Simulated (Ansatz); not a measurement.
Molecule: C$_{2}$HF$_{3}$N (charge +1, singlet). It need not be the lowest isomer of its formula. 
Geometry from a B3LYP-D3(BJ)/def2-TZVP (Ansatz, a first-principles code) optimisation:
```xyz
7

C     -0.0016    -0.0002    -0.4600
C      0.0038     0.0005     1.0998
F     -0.0219     1.2533    -0.8417
F      1.0923    -0.6108    -0.8447
F     -1.0791    -0.6437    -0.8372
N      0.0077     0.0010     2.2322
H      0.0112     0.0015     3.2478
```
Charge +1, spin multiplicity 1.

Basis-set convergence of Hartree-Fock and MP2 correlation energies (hartree) with Ansatz. Correlated levels leave the core frozen unless marked. Spin-orbit coupling is left out. Non-relativistic.

```
basis    functions       E(HF)  E(corr, MP2)
-------  ---------  ----------  ------------
cc-pVDZ          -  -428.77051      -0.95820
cc-pVTZ        194         ___           ___
```

Question: Fill in the missing entries.

Answer: 
- cc-pVTZ, E(HF): -428.91346
- cc-pVTZ, E(corr, MP2): -1.22874
